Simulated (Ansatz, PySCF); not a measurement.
System: CF$_{4}$, charge 0, singlet. CF4 (tetrafluoromethane, SMILES FC(F)(F)F).
B3LYP-D3(BJ)/def2-TZVP minimum from Ansatz (an electronic-structure program):
```xyz
5

C      0.0000     0.0000     0.0000
F      0.7629     0.7657     0.7682
F     -0.7843    -0.7493     0.7628
F     -0.7467     0.7653    -0.7843
F      0.7680    -0.7817    -0.7466
```

Total energies in hartree (Ansatz). Open shells are spin-unrestricted; no spin-orbit coupling. Correlated methods leave the cores frozen. No relativity.

```csv
species,HF/cc-pVTZ,CCSD(T)/cc-pVTZ,HF/cc-pVQZ,CCSD(T)/cc-pVQZ,CCSD(T)/cc-pVDZ,CCSDT(Q)/cc-pVDZ
"1: CF4 (tetrafluoromethane, SMILES FC(F)(F)F)",-435.81322,-437.00089,-435.84829,-437.13939,-436.56041,-436.56275
2: C (triplet),-37.69157,-37.78076,-37.69331,-37.78654,-37.76038,-37.76071
3: F (doublet),-99.40552,-99.62036,-99.41377,-99.65026,-99.52757,-99.52776
```

Question: Work out the enthalpy of formation at 298 K (by atomisation, with ideal-gas terms from PySCF's Hessian at B3LYP-D3(BJ)/def2-TZVP and the atoms' measured values of the G2/97 table; no spin-orbit terms) in kJ/mol: take Hartree-Fock from cc-pVQZ, extrapolate the CCSD(T) correlation energy as X^-3 (X = 3, 4), and add CCSDT(Q) - CCSD(T) in cc-pVDZ. The further terms named in the bracket sum to +0.40320 hartree. 1 hartree = 2625.5 kJ/mol.

Answer: 
Species 1: correlation (64·(-1.29110) - 27·(-1.18767))/37 = -1.36658; step -0.00234; E1 = -435.84829 + (-1.36658) + (-0.00234) = -437.21721
Species 2: correlation (64·(-0.09323) - 27·(-0.08919))/37 = -0.09618; step -0.00033; E2 = -37.69331 + (-0.09618) + (-0.00033) = -37.78982
Species 3: correlation (64·(-0.23649) - 27·(-0.21484))/37 = -0.25229; step -0.00019; E3 = -99.41377 + (-0.25229) + (-0.00019) = -99.66625
+1·E1 -1·E2 -4·E3 +0.40320 = -0.35919 hartree = -943.0 kJ/mol. Measured: -223.1 kcal/mol, -933.4 kJ/mol (Active Thermochemical Tables 1.112 (ions: stationary electron), as tabulated in the package chemicals); atomic spin-orbit terms, which the calculations lack, would raise the computed values. The composite differs from it by -9.7 kJ/mol; core, relativistic and spin-orbit terms are not in it.
